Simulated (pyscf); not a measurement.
7 gas-phase steps of one pattern: hydrogen abstraction on the doublet surface, H–H broken and H–Si/Ge/Sn formed. Optimised with ωB97X-D3(BJ)/def2-SVP in PySCF. Electronic energies in kcal/mol, from the separated reactants; ΔE‡ and ΔE at ωB97M-D3(BJ)/def2-TZVP. Rows were drawn at random from the steps of this pattern with a verified saddle, stable references and no exit in the data more than 5 kcal/mol lower.

| row | step | ΔE | ΔE‡ |
|---|---|---|---|
| 1 | HO–Si•(OH)–OH (SMILES O[Si](O)O) + H₂ (SMILES [H][H]) → HO–SiH(OH)–OH (SMILES O[SiH](O)O) + H• (SMILES [H]) | +5.0 | 11.9 |
| 2 | H₂N–SiH•–F (SMILES N[SiH]F) + H₂ (SMILES [H][H]) → H₂N–SiH₂–F (SMILES N[SiH2]F) + H• (SMILES [H]) | +6.7 | 12.9 |
| 3 | H₂N–Si•(NH₂)–NH₂ (SMILES N[Si](N)N) + H₂ (SMILES [H][H]) → H₂N–SiH(NH₂)–NH₂ (SMILES N[SiH](N)N) + H• (SMILES [H]) | +6.8 | 11.6 |
| 4 | F–C(F)(F)–SiH₂• (SMILES FC(F)(F)[SiH2]) + H₂ (SMILES [H][H]) → F–C(F)(F)–SiH₃ (SMILES FC(F)(F)[SiH3]) + H• (SMILES [H]) | +10.2 | 15.8 |
| 5 | H₂N–Si•(Cl)–Cl (SMILES N[Si](Cl)Cl) + H₂ (SMILES [H][H]) → H₂N–SiH(Cl)–Cl (SMILES N[SiH](Cl)Cl) + H• (SMILES [H]) | +10.8 | 15.9 |
| 6 | •H₂Si–NH–SiH₃ (SMILES [SiH2]N[SiH3]) + H₂ (SMILES [H][H]) → H₃Si–NH–SiH₃ (SMILES [SiH3]N[SiH3]) + H• (SMILES [H]) | +12.0 | ? |
| 7 | Cl–GeH₂• (SMILES [Cl][GeH2]) + H₂ (SMILES [H][H]) → Cl–GeH₃ (SMILES [Cl][GeH3]) + H• (SMILES [H]) | +20.9 | 24.1 |

Q: Fit ΔE‡ = a + b·ΔE to the other rows and predict row 6.

A: Over the 6 complete rows the means are +10.1 (ΔE) and 15.4 (ΔE‡); least squares gives b = 0.80 and a = 7.3 kcal/mol, with residuals of 0.6 kcal/mol (root mean square; largest 1.1, row 3). For row 6: 7.3 + 0.80 × (+12.0) = 16.9 kcal/mol. The computed barrier is 16.3 kcal/mol, 0.6 under the line. The line follows these rows closely. A slope of 0.80 suggests late, product-like saddles. Each barrier is that of the saddle found. Elements up to Kr have no core potential and no relativistic terms here.
